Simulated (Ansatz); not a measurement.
Results of LDA (PAW; Ansatz, an electronic-structure program) for corundum Cr₂O₃.

Numerical settings: plane-wave cutoff 520 eV, 8×8×8 k mesh, Fermi–Dirac smearing 0.01 eV, spin-polarised with opposed moments, scalar-relativistic PAW data made under PBE.

On both sides of the equilibrium volume: at 8.683 Å³/atom the pressure is 4.48 GPa and the direct gap at Γ 0.789 eV; at 9.037 Å³/atom they are -4.21 GPa and 1.050 eV. The fitted bulk modulus is 217 GPa.

Problem. Work out the volume deformation potential of this gap and its pressure coefficient, in two ways.

Solution. a_V = dE_g/d ln V = (1.050 − 0.789)/ln(9.037/8.683) = 6.53 eV. Since dP = −B d ln V, dE_g/dP = −a_V/B = -30 meV/GPa. Straight from the pressures: (0.789 − 1.050)/(4.48 − (-4.21)) = -30 meV/GPa. At this level and over this range the gap at Γ narrows under pressure.

Note: without U or exact exchange, gaps and moments of open d shells tend to come out too small.
